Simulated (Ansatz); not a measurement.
What a trial cell of BaSr2O2 relaxes into

These are results of DFT PBE, scalar-relativistic, plane waves, PAW in Ansatz 0.2.0, not measurements.

The start puts BaSr2O2 on the sites of a reported CaSi2Ni2 cell (I4/mmm, No. 139), with Ba in place of Ca, Sr in place of Si, O in place of Ni, at a guessed volume.

Input of the last, converged step (default PAW datasets):

```yaml
crystal:
  lattice:
    - [-2.3326915198, 2.3326915198, 6.535864784]
    - [2.3326915198, -2.3326915198, 6.535864784]
    - [2.3326915198, 2.3326915198, -6.535864784]
  atoms:
    - { symbol: Ba, position: [0.0, 0.0, 0.0] }
    - { symbol: Sr, position: [0.3089548503, 0.3089548503, 0.0] }
    - { symbol: Sr, position: [0.6910451497, 0.6910451497, 0.0] }
    - { symbol: O, position: [0.25, 0.75, 0.5] }
    - { symbol: O, position: [0.75, 0.25, 0.5] }
basis:
  ecutwfc: 420
kpoints:
  mp_grid: { grid: [12, 12, 12] }
hamiltonian:
  xc: pbe
scf:
  occupations: { method: gaussian, width: 0.1 }
output:
  forces: true
  stress: true
  eigenvalues: true
relax:
  adjacent_minimum: "off"
  f_tol: 0.01
  max_steps: 80
  cell: { stress_tol: 0.05 }
```

Launched as:

```bash
ansatz run input.yaml --threads 1 --pin off --max-ram 2560MiB --backend cpu --events-out ev --progress --plain --runs-dir out
```

Time: 88 s on 1 thread of Arm Neoverse V1 (shared host), peak memory 0.71 GiB.

End of the output:

```
SCF converged after 7 iterations
Free energy (F): -14177.251326 eV
Harris-Foulkes:  -14177.251326 eV  (|F-HF|=2.18e-11)
Internal energy: -14177.249730 eV  (E = F + TS)
E sigma→0 (E₀):  -14177.250528 eV
Entropy (-TS):   -0.001596 eV (-0.319 meV/atom)
Fermi energy:    7.404477 eV
--- Per-component energies (eV) ---
  E_band       = -272.475500
  E_kinetic    = 1008.868143
  E_local      = -2975.187872  (includes V_loc(G=0)·N_el)
  E_nonlocal   = 557.167638
  E_hartree    = 986.722400
  E_xc         = -663.684040
  E_vxc        = -649.770730  (∫ρ·V_xc dr)
  E_paw        = -10930.094781  (= ΣΔE_a)
  E_vpaw       = -187.002203  (= ΣTr[D̂ρ^β])
  E_aug_tail   = 0.004786  (compensation charges beyond the density's cutoff)
  E_ewald      = -2161.046003
  E_smearing   = -0.001596  (= −TS)
  E_closure    =  0.000000  (closes the sum)
  Σ components = -14177.251326   (vs F -14177.251326, Δ=0.00e0)
--- Forces (eV/Å), atoms counted from 1 ---
  atom   1  Ba     0.00000000     0.00000000     0.00000000
  atom   2  Sr     0.00000000     0.00000000     0.00001467
  atom   3  Sr     0.00000000     0.00000000    -0.00001467
  atom   4  O      0.00000000     0.00000000     0.00000000
  atom   5  O      0.00000000     0.00000000     0.00000000
  max |Σ_I F_I| component: 3.47e-18 eV/Å
--- Stress (GPa, compression-positive) ---
        0.008552       0.000000       0.000000
        0.000000       0.008552       0.000000
        0.000000       0.000000       0.036720
  P = ⅓ Tr σ = 0.0179 GPa (0.179 kbar)
--- Relaxed structure (1 steps of the walk, 1 accepted, 1 SCFs on fresh bases) ---
  F+E_penalty+E_count = -14177.25132555 eV   max|allowed force component| = 1.467e-5 eV/Å   (the final SCF, on the basis selected at the relaxed cell)
  cell:  # Å, volume = 142.2583 Å³
    - [-2.332692, 2.332692, 6.535865]
    - [2.332692, -2.332692, 6.535865]
    - [2.332692, 2.332692, -6.535865]
  atoms:
    - { symbol: Ba, position: [0.0, 0.0, 0.0] }
    - { symbol: Sr, position: [0.308955, 0.308955, 0.0] }
    - { symbol: Sr, position: [0.691045, 0.691045, 0.0] }
    - { symbol: O, position: [0.25, 0.75, 0.5] }
    - { symbol: O, position: [0.75, 0.25, 0.5] }
```

Absolute energies hang on the potentials; compare differences alone.

The result has space group I4/mmm (No. 139). Around Ba lie 8 O at 4.02 Å and 10 Sr at 4.04–4.14 Å (next Ba at 4.67 Å); Sr has 4 O at 2.46 Å; O has 4 Sr at 2.46 Å.

Against the elements it lies at -1.87 eV/atom. Formation energies are uncorrected and refer to the elements' standard structures at the same level (O₂ as a molecule).

The k mesh leaves about 4 meV/atom of noise in metals.

Symmetry constrained the relaxation, so the result can be a saddle point.